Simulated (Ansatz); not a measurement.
# BC (quartet): from Hartree-Fock to the top rungs at distance B1–C2 = 4.032 Å, aug-cc-pVDZ

How much of the correlation energy of BC (quartet) does each wave-function method recover here?

Program: Ansatz 0.2.0, Gaussian basis. Level of theory: aug-cc-pVDZ, core rule «outside noble gas», up to 2 orbitals frozen. These are calculated values, not measurements.

Plan: UHF; CCSD(T) on ROHF; CCSD(T) on UHF; BCCD(T) on ROHF; CISD; CCSDT(Q) on ROHF; CCSDT(Q) on UHF; CISDTQ; CCSDTQ on ROHF; CCSDTQ on UHF; CASSCF and MRCISD+Q, 5 electrons in 5 orbitals; CASSCF and NEVPT2, 5 electrons in 5 orbitals; CASSCF and MRCISD+Q, 7 electrons in 8 orbitals; CASSCF and NEVPT4(SD), 7 electrons in 8 orbitals; CASSCF and NEVPT2, 7 electrons in 8 orbitals; Full CI.

## 1. The system

The geometry derives from a PBE0/def2-TZVP stationary point (not a proven minimum). One bond is set to the value named and the two fragments are kept rigid.

2 atoms, charge 0, spin multiplicity 4.

Atoms are counted from 1 here; the program's logs count them from 0.

No contacts short enough for the rule that draws bonds.

## 2. UHF

in.yaml

```yaml
crystal:
  periodic: [false, false, false]
  atoms:
    - {symbol: B, position_ang: [0.000000, 0.000000, 0.000000]}
    - {symbol: C, position_ang: [0.000000, 0.000000, 4.032000]}
basis:
  gaussian: {orbitals: aug-cc-pVDZ}
magnetization: {spin_polarized: true, initial_magnetization: 3}
hamiltonian: {xc: hf}
output: {orbitals: {seedname: orbitals}}
```

The run is started by

```sh
$ ansatz run in.yaml --threads 1 --pin off --events-out ev --progress --plain --max-ram 2513MiB --backend cpu
```

The runs that follow: CCSD(T) on ROHF; CCSD(T) on UHF; BCCD(T) on ROHF; CISD; CCSDT(Q) on ROHF; CCSDT(Q) on UHF; CISDTQ; CCSDTQ on ROHF; CCSDTQ on UHF; CASSCF and MRCISD+Q, 5 electrons in 5 orbitals; CASSCF and NEVPT2, 5 electrons in 5 orbitals; CASSCF and MRCISD+Q, 7 electrons in 8 orbitals; CASSCF and NEVPT4(SD), 7 electrons in 8 orbitals; CASSCF and NEVPT2, 7 electrons in 8 orbitals; Full CI.

Q: Predict the results of all the runs planned. Wanted: FCI below the RHF energy; RMP2 from FCI; UMP2 from FCI; RCCSD from FCI; RCCSD(T) from FCI; UCCSD(T) from FCI; RCCSDT(Q) from FCI; UCCSDT(Q) from FCI; NEVPT2 pair from FCI.

**Answer**, as computed:

```
                         quantity                                                                                        value
         FCI below the RHF energy                                                                                   -4.0328 eV
                    RMP2 from FCI                                                                                  +1337.6 meV
                    UMP2 from FCI                                                                                  +1320.3 meV
                   RCCSD from FCI                                                                                   +109.8 meV
                RCCSD(T) from FCI                                                                                    +43.1 meV
                UCCSD(T) from FCI                                                                                    +41.7 meV
               RCCSDT(Q) from FCI                                                                                    +12.3 meV
               UCCSDT(Q) from FCI                                                                                    +12.1 meV
             NEVPT2 pair from FCI                                                                                  +1088.0 meV
           MRCISD+Q pair from FCI                                                                                    -62.4 meV
levels within 1 kcal/mol (43 meV)  RCCSD(T), UCCSD(T), BCCD(T), RCCSDT, UCCSDT, CISDTQ, RCCSDT(Q), UCCSDT(Q), RCCSDTQ, UCCSDTQ
                    T1 diagnostic                                                                                        0.023
   effectively unpaired electrons                                                                                         3.36
```

**Reading.** RCCSD(T) misses by +43.1 meV, 1.1 % of the correlation energy. MRCISD+Q pair falls below full CI: the +Q correction isn't variational, and the cores differ from full CI's. The occupations show some static correlation. Of the multireference levels listed MRCISD+Q pair comes nearest in total energy (-62.4 meV), which doesn't show that its space is the better one. These misses are within one basis, not against nature; the frozen cores of restricted and unrestricted runs differ, which can shift their rows.
